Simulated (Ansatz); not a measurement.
AlH₂F, relaxed as a singlet with RKS PBE0-D4/def2-TZVP in Ansatz, starting from the GFN2-xTB geometry. Force threshold 0.02 eV/Å.

Start:

```xyz
4

Al   -0.0179    0.0158   -0.0298
H    -1.4163   -0.4757   -0.4016
H     0.6628    1.1508   -0.7932
F     0.7713   -0.6908    1.2246
```

```
step  energy (eV)  largest force component (eV/Å)  SCF passes
   1   -9343.4679                           0.746          19
   2   -9343.5094                           0.148          23
   3   -9343.5104                           0.240          24
   4   -9343.5118                           0.011          25
```

Force components are those of the run's own axes.

End:

```xyz
4

Al   -0.026    0.023   -0.043
H    -1.465   -0.524   -0.381
H     0.724    1.188   -0.793
F     0.767   -0.687    1.217
```

By distances, no bond broke or formed. The bond that changes most is Al1–H3, from 1.53 to 1.58 Å (atoms count from 1).

No frequencies were taken in this run, so the end may be a saddle point.

Hardware: 4 threads of AMD EPYC 9R45 on a shared host. Wall time 1.2 s.
